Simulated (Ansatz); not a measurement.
**H₂O (singlet): wave-function methods side by side at angle H2–O1–H3 = 86.1°, 6-31G**

Aim: climb from Hartree-Fock through coupled cluster and multireference methods for H₂O (singlet) at one geometry and basis, and see what each rung misses.

Method: 6-31G, correlated electrons: outside noble gas; program: Ansatz 0.2.0, Gaussian basis.

The runs, in order: UHF; CCSD(T) on RHF; BCCD(T) on RHF; CISD; CCSDT(Q) on RHF; CCSDTQ on RHF; CASSCF and MRCISD+Q, 2 electrons in 2 orbitals; CASSCF and NEVPT2, 2 electrons in 2 orbitals; CASSCF and MRCISD+Q, 8 electrons in 6 orbitals; CASSCF and NEVPT2, 8 electrons in 6 orbitals; Full CI.

### 1 The geometry

The geometry derives from a PBE0/def2-TZVP stationary point (not a proven minimum). One angle is set to the value named; bond lengths are kept.

3 atoms, charge 0, spin multiplicity 1.

Atoms are counted from 1 here; the program's logs count them from 0.

Bond lengths: O1–H2 0.960 Å, O1–H3 0.960 Å. Angles: H2–O1–H3 86.1°.

Geometry (Å):

```xyz
3
charge 0, multiplicity 1
O     0.0000   -0.0785    0.0000
H     0.0000    0.6227   -0.6550
H     0.0000    0.6227    0.6550
```

In the tables R marks a restricted determinant and U an unrestricted one; 'valence' is the active space of 8 electrons in 6 orbitals; 'pair' is the active space of 2 electrons in 2 orbitals; correlation energies count from the lowest restricted Hartree-Fock solution.

### 2 UHF

in.yaml reads:

```yaml
crystal:
  periodic: [false, false, false]
  atoms:
    - {symbol: O, position_ang: [0.000000, -0.078461, 0.000000]}
    - {symbol: H, position_ang: [0.000000, 0.622723, -0.655010]}
    - {symbol: H, position_ang: [0.000000, 0.622723, 0.655010]}
basis:
  gaussian: {orbitals: 6-31G}
magnetization: {spin_polarized: true, initial_magnetization: 0}
hamiltonian: {xc: hf}
output: {orbitals: {seedname: orbitals}}
```

Run with:

```
$ ansatz run in.yaml --threads 1 --pin off --events-out ev --progress --plain --max-ram 2393MiB
```

The runs that follow: CCSD(T) on RHF; BCCD(T) on RHF; CISD; CCSDT(Q) on RHF; CCSDTQ on RHF; CASSCF and MRCISD+Q, 2 electrons in 2 orbitals; CASSCF and NEVPT2, 2 electrons in 2 orbitals; CASSCF and MRCISD+Q, 8 electrons in 6 orbitals; CASSCF and NEVPT2, 8 electrons in 6 orbitals; Full CI.

Q: Predict the results of all the runs planned. Wanted: correlation energy, FCI; RMP2 from FCI; RCCSD from FCI; RCCSD(T) from FCI; RCCSDT(Q) from FCI; NEVPT2 pair from FCI; MRCISD+Q pair from FCI; NEVPT2 valence from FCI; T1 diagnostic.

As calculated:

| quantity | value |
| --- | --- |
| correlation energy, FCI | -3.7562 eV |
| RMP2 from FCI | +222.2 meV |
| RCCSD from FCI | +43.6 meV |
| RCCSD(T) from FCI | +14.9 meV |
| RCCSDT(Q) from FCI | -0.4 meV |
| NEVPT2 pair from FCI | +145.3 meV |
| MRCISD+Q pair from FCI | +35.2 meV |
| NEVPT2 valence from FCI | +289.9 meV |
| levels within 1 kcal/mol (43 meV) | RCCSD(T), BCCD(T), RCCSDT, RCCSDT(Q), RCCSDTQ, MRCISD+Q pair, MRCISD+Q valence |
| T1 diagnostic | 0.007 |
| effectively unpaired electrons | 0.02 |

What this shows: RCCSD(T) misses by +14.9 meV, 0.4 % of the correlation energy. One determinant dominates. Of the multireference levels listed MRCISD+Q valence comes nearest (+18.3 meV). These misses are within one basis and frozen core, not against nature; frozen cores of the runs differ by up to some meV.
